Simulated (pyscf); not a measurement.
# Four-centre exchange: `[OH][Si]([Cl])([Cl])[Cl]` + `[FH]` -> `[OH][Si]([F])([Cl])[Cl]` + `[ClH]`

Gas phase, singlet surface, charge 0. Bonds broken: Si2–Cl3, F7–H8. Bonds formed: Si2–F7, Cl3–H8. Structures and frequencies: ωB97X-D3(BJ)/def2-SVP in PySCF.

Transition state (Å):

```xyz
8

O     -0.1027     1.0554     0.7837
Si    -1.0899     0.0675    -0.0828
Cl    -0.3533    -1.9723    -1.1277
Cl    -2.8077     0.7536    -0.9498
Cl    -1.8247    -1.0573     1.4803
H      0.4485     1.6389     0.2479
F     -0.1281     0.4765    -1.6027
H      0.0250    -0.7541    -1.8108
```

One imaginary mode, 649i cm⁻¹; descent along it reached the two sides named, in the forms told below.

```
bond     change  reactant side (Å)  saddle  product side
-------  ------  -----------------  ------  ------------
Si2–Cl3  breaks              2.072   2.407           3.8
F7–H8    breaks              0.933   1.257         2.095
Si2–F7    forms                3.3   1.845         1.621
Cl3–H8    forms              2.328   1.447         1.285
```

Electronic energies relative to the separated reactants (kcal/mol):

```tsv
level	barrier	reaction energy	reverse barrier
ωB97X-D3(BJ)/def2-TZVP	28.1	-10.4	38.5
PBE/def2-TZVP	21.7	-12.1	33.8
r²SCAN/def2-TZVP	23.1	-13.4	36.5
B3LYP-D3(BJ)/def2-TZVP	26.8	-12.8	39.5
PBE0-D3(BJ)/def2-TZVP	25.7	-10.8	36.4
M06-2X/def2-TZVP	27.8	-13.2	40.9
ωB97M-D3(BJ)/def2-TZVP	27.2	-12.9	40.0
HF/def2-TZVP	47.7	-16.2	63.9
```

With ωB97M-D3(BJ)/def2-TZVP energies and thermal terms (ideal gas, 1 atm, RRHO with modes under 100 cm⁻¹ raised to 100, one conformer, R ln 2 for chiral ones without a mode under 150 cm⁻¹), in kcal/mol:

| T (K) | ΔH‡ | ΔG‡ | ΔH | ΔG |
|---|---|---|---|---|
| 298 | 25.5 | 36.8 | -13.9 | -14.0 |
| 600 | 25.2 | 48.4 | -14.1 | -14.0 |
| 900 | 25.5 | 60.0 | -14.1 | -13.9 |
| 1200 | 25.9 | 71.5 | -14.1 | -13.9 |

On the reactant side the descent ends in a complex, 6.4 kcal/mol under the separated species and 34.5 kcal/mol under the saddle at ωB97X-D3(BJ)/def2-TZVP. The same reactants have a lower exit, to H₂O + F–Si(Cl)(Cl)–Cl (barrier +19.0 kcal/mol at ωB97M-D3(BJ), against +27.2 kcal/mol here). This is the saddle that the search found; another between the same sides may lie lower.
